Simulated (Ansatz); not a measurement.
# Worked example: vertical ionisation energy of C3H7F (2-fluoropropane)

The species is C3H7F (11 atoms), meant as a singlet with charge 0. SMILES: `CC(C)F`. The coordinates come from a PBE0-D4/def2-TZVP relaxation.

```xyz
11

C    -0.2345    1.0451   -0.7030
C    -0.4796   -0.3066   -0.0813
C     0.6264   -0.7662    0.8347
F    -0.6141   -1.2424   -1.1084
H    -1.0419    1.3034   -1.3900
H    -0.1806    1.8141    0.0710
H     0.7077    1.0439   -1.2560
H    -1.4366   -0.3072    0.4537
H     1.5785   -0.7887    0.2994
H     0.4173   -1.7667    1.2166
H     0.7228   -0.0856    1.6838
```

Both states at this one shape; open shells run unrestricted unless said. 1 Eh = 27.2114 eV.

| level | program | singlet C3H7F (Eh) | doublet C3H7F+ (Eh) |
| --- | --- | --- | --- |
| B3LYP/6-31G* (Cartesian functions) | Ansatz | -218.377674 | -217.959823 |
| RPA@PBE0/cc-pVDZ, 4 core orbitals frozen | Ansatz | -218.031651 | -217.599516 |
| BCCD(T)/cc-pVDZ, 4 core orbitals frozen | Ansatz | -217.816512 | -217.382385 |

Q: Work out the vertical ionisation energy at each level.

A: 
1. B3LYP/6-31G* (Cartesian functions): -217.959823 − (-218.377674) = 0.417851 Eh = 11.37 eV.
2. RPA@PBE0/cc-pVDZ: -217.599516 − (-218.031651) = 0.432135 Eh = 11.76 eV.
3. BCCD(T)/cc-pVDZ: -217.382385 − (-217.816512) = 0.434127 Eh = 11.81 eV.

No measured value is set beside it here; the levels span 11.37 to 11.81 eV.
